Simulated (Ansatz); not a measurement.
The same path of BFH2O + H2 (7 atoms, charge 0, multiplicity 1) was run twice with different band settings. Lost on the way: B1–O2, H6–H7. Made: B1–H6, O2–H7.

Method: RHF/6-31G* in Ansatz 0.2.0.

Relaxed end points:

```xyz
7
Properties=species:S:1:pos:R:3
B -0.086 -0.722 0.039
O -0.030 -0.557 1.367
H -0.876 -0.500 1.785
F 1.049 -0.819 -0.617
H -1.109 -0.782 -0.564
H 0.094 3.162 1.071
H 0.282 2.499 1.311
```

```xyz
7
Properties=species:S:1:pos:R:3
B -0.032 0.307 -0.393
O -0.022 0.205 1.825
H -0.832 -0.121 2.196
F 1.126 -0.294 -0.619
H -1.027 -0.342 -0.470
H -0.053 1.498 -0.405
H 0.165 1.029 2.257
```

Common settings: movable images 5; climbing image yes; spring 5.0 eV/Å²; start path through a guess of the saddle point; force threshold 0.03 eV/Å; iteration limit 60; end points relaxed.

| run | optimiser | largest step |
| --- | --- | --- |
| 1 | quadratic models (default) | default |
| 2 | lbfgs | 0.5 Å |

(1) What does each run give, and how far can it be trusted?

## Answers

(1) Run 1: converged after 15 iterations, highest image 2.957 eV above the first end. Neighbouring images differ by up to 2.3 eV, so the band resolves the path poorly. A vibrational analysis at the climbing image gives one clearly imaginary mode, 2034i cm⁻¹: a first-order saddle point.
Run 2: not converged after 60 iterations, highest image 2.957 eV above the first end. The band didn't meet its force threshold, so its energies are provisional: the largest band force was still 0.10 eV/Å, and over the last iterations the top stayed at 2.96 eV.
The orbitals stay closed-shell, which can raise the energy where a bond breaks towards radicals; this wasn't checked here.
